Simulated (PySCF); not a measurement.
Job file and geometry (Å, from GFN2-xTB, dihedral held) of a spin–spin coupling run on dimethoxymethane (SMILES COCOC), B3LYP/pcJ-1 indirect spin-spin coupling, non-relativistic, gas phase (PySCF 2.14.0, density-fitted response routines); density fitting, a coarse starting grid and PySCF grid level 2 are the driver's defaults:

```
{"job": {"kind": "j", "xc": "B3LYP", "basis": "pcJ-1"}, "charge": 0, "multiplicity": 1}
C     -1.745894    -0.452824    -0.151964
O     -0.920948     0.361353     0.656405
C      0.092408     1.008142    -0.051244
O      0.975622     0.150252    -0.702147
C      1.774881    -0.615400     0.177185
H     -2.254507     0.148399    -0.914360
H     -2.478897    -0.899850     0.515641
H     -1.167222    -1.236301    -0.648711
H      0.609833     1.632093     0.692597
H     -0.328806     1.640115    -0.849864
H      2.408477     0.035440     0.790081
H      1.158266    -1.232701     0.836909
H      2.396019    -1.250767    -0.450155
```

Q: Write the output of this run.

A: 
```
coarse grid: 10392 points
cycle   1  E = -269.4065033244  dE =  4.746e-01  |g| = 7.718e-01  |ddm| = 2.615e+00
cycle   2  E = -269.2796350338  dE =  1.269e-01  |g| = 1.158e+00  |ddm| = 1.328e+00
cycle   3  E = -269.5075202691  dE = -2.279e-01  |g| = 7.213e-02  |ddm| = 8.578e-01
cycle   4  E = -269.5082824325  dE = -7.622e-04  |g| = 2.715e-02  |ddm| = 4.624e-02
cycle   5  E = -269.5084365265  dE = -1.541e-04  |g| = 8.343e-03  |ddm| = 2.073e-02
cycle   6  E = -269.5084510233  dE = -1.450e-05  |g| = 1.104e-03  |ddm| = 5.289e-03
cycle   7  E = -269.5084512097  dE = -1.865e-07  |g| = 5.552e-04  |ddm| = 1.055e-03
final grid: 99016 points
cycle   8  E = -269.5684299134  dE = -1.390e-04  |g| = 8.285e-03  |ddm| = 1.510e-02
cycle   9  E = -269.5684210751  dE =  8.838e-06  |g| = 1.070e-02  |ddm| = 9.332e-03
cycle  10  E = -269.5684420787  dE = -2.100e-05  |g| = 1.163e-03  |ddm| = 5.448e-03
cycle  11  E = -269.5684422563  dE = -1.775e-07  |g| = 5.776e-04  |ddm| = 1.231e-03
cycle  12  E = -269.5684423231  dE = -6.686e-08  |g| = 5.962e-05  |ddm| = 4.265e-04
cycle  13  E = -269.5684423236  dE = -4.731e-10  |g| = 2.959e-05  |ddm| = 5.277e-05
converged SCF energy = -269.5684423236

Indirect spin-spin couplings (Hz)
  i      j    bonds     total        FC       PSO       DSO        SD
  0 C    1 O    1     23.216    24.065    -0.738    -0.111         -
  0 C    2 C    2     -2.407    -2.142    -0.237    -0.028         -
  0 C    3 O    3     -0.376    -0.409     0.036    -0.003         -
  0 C    4 C    4      0.231     0.232     0.035    -0.036         -
  0 C    5 H    1    141.684   140.631     0.268     0.785         -
  0 C    6 H    1    149.640   148.667     0.238     0.735         -
  0 C    7 H    1    147.965   146.969     0.179     0.816         -
  0 C    8 H    3      9.885     9.953     0.578    -0.646         -
  0 C    9 H    3      3.866     3.829     0.067    -0.029         -
  1 O    2 C    1     28.568    26.654     2.057    -0.143         -
  1 O    4 C    3     -0.008    -0.024     0.013     0.003         -
  1 O    5 H    2     -3.033    -2.399    -0.775     0.141         -
  1 O    6 H    2    -13.961   -13.234    -0.794     0.068         -
  1 O    7 H    2     -2.973    -2.282    -0.821     0.130         -
  1 O    8 H    2    -19.683   -19.683    -0.022     0.022         -
  1 O    9 H    2     -2.603    -2.688    -0.040     0.125         -
  1 O   10 H    4     -0.436    -0.371    -0.142     0.077         -
  1 O   12 H    4     -0.167    -0.188    -0.181     0.202         -
  2 C    3 O    1     28.445    26.411     2.177    -0.143         -
  2 C    4 C    2     -2.384    -2.106    -0.251    -0.028         -
  2 C    5 H    3      1.906     1.960    -0.066     0.012         -
  2 C    6 H    3     11.307    11.371     0.533    -0.596         -
  2 C    7 H    3      2.075     2.168    -0.060    -0.034         -
  2 C    8 H    1    165.933   165.208    -0.467     1.193         -
  2 C    9 H    1    164.994   164.256    -0.453     1.191         -
  2 C   10 H    3      1.901     1.956    -0.063     0.008         -
  2 C   11 H    3      2.240     2.346    -0.091    -0.016         -
  2 C   12 H    3     11.536    11.601     0.530    -0.595         -
  3 O    4 C    1     23.393    24.315    -0.811    -0.111         -
  3 O    5 H    4     -0.534    -0.467    -0.118     0.050         -
  3 O    6 H    4     -0.310    -0.335    -0.179     0.203         -
  3 O    8 H    2     -2.044    -2.116    -0.062     0.133         -
  3 O    9 H    2    -19.998   -20.018     0.001     0.019         -
  3 O   10 H    2     -3.088    -2.446    -0.783     0.141         -
  3 O   11 H    2     -2.996    -2.315    -0.811     0.130         -
  3 O   12 H    2    -13.555   -12.819    -0.803     0.067         -
  4 C    8 H    3      4.956     4.914     0.033     0.008         -
  4 C    9 H    3     10.440    10.508     0.572    -0.640         -
  4 C   10 H    1    142.662   141.622     0.262     0.778         -
  4 C   11 H    1    146.797   145.795     0.195     0.807         -
  4 C   12 H    1    149.737   148.772     0.233     0.732         -
  5 H    6 H    2    -11.586   -11.565     2.624    -2.645         -
  5 H    7 H    2     -9.559    -9.607     2.359    -2.311         -
  5 H    8 H    4     -0.795    -0.635     1.708    -1.868         -
  5 H    9 H    4      0.405     0.353    -1.482     1.534         -
  6 H    7 H    2    -11.066   -11.070     2.569    -2.565         -
  6 H    8 H    4      0.236     0.350     1.969    -2.083         -
  6 H    9 H    4     -0.569    -0.416     1.749    -1.902         -
  7 H    8 H    4     -0.944    -0.745     1.942    -2.141         -
  7 H    9 H    4      0.458     0.612     0.572    -0.726         -
  8 H    9 H    2     -7.886    -7.963     2.048    -1.971         -
  8 H   10 H    4      0.246     0.184    -1.546     1.608         -
  8 H   11 H    4      0.363     0.499     0.329    -0.465         -
  8 H   12 H    4     -0.513    -0.362     1.772    -1.923         -
  9 H   10 H    4     -0.694    -0.537     1.597    -1.754         -
  9 H   11 H    4     -0.982    -0.788     1.993    -2.187         -
  9 H   12 H    4      0.412     0.525     1.965    -2.078         -
 10 H   11 H    2     -9.360    -9.404     2.388    -2.345         -
 10 H   12 H    2    -11.641   -11.618     2.632    -2.654         -
 11 H   12 H    2    -11.233   -11.233     2.572    -2.571         -
```

The geometry is no minimum: GFN2-xTB, dihedral held.

Size and cost of the density-fitted run: 215 basis functions, 20 s wall time on 1 thread of an Arm Neoverse V2, shared host.
